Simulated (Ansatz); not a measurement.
One change: `C=C(O)CO` becomes `C=C(O)CCl`.

Ansatz, PBE0-D4/def2-TZVP geometries, multiplicity 1. Each molecule was computed in one conformer, which needn't be the lowest.

| property | `C=C(O)CO` |
| --- | --- |
| HOMO energy (PBE/def2-TZVPP) / eV | -5.50 |
| HOMO–LUMO gap (ωB97M-V/def2-TZVPP) / eV | 10.97 |
| HOMO energy (PBE0/def2-TZVPP) / eV | -6.71 |
| HOMO–LUMO gap (B3LYP/def2-TZVPP) / eV | 6.52 |
| LUMO energy (PBE/def2-TZVPP) / eV | -0.62 |
| size of the dipole moment (PBE/def2-TZVPP) / D | 1.64 |

(1) What does the change do to each property? (An estimate is asked.)

## Answers

(1) Ansatz gave: 
```csv
property,`C=C(O)CCl`,shift
HOMO energy (PBE/def2-TZVPP) / eV,-5.87,-0.37
HOMO–LUMO gap (ωB97M-V/def2-TZVPP) / eV,11.29,0.32
HOMO energy (PBE0/def2-TZVPP) / eV,-7.08,-0.37
HOMO–LUMO gap (B3LYP/def2-TZVPP) / eV,6.46,-0.06
LUMO energy (PBE/def2-TZVPP) / eV,-1.18,-0.56
size of the dipole moment (PBE/def2-TZVPP) / D,2.34,0.70
```

With PBE0 the HOMO falls by 0.37 eV and the LUMO falls by 0.50 eV, so the gap narrows by about 0.13 eV. PBE moves the HOMO by -0.37 eV and ωB97M-V by -0.35 eV. Dipoles are sizes alone; their direction can turn.

B3LYP here is the variant with VWN-RPA as its local correlation; programs differ in this.
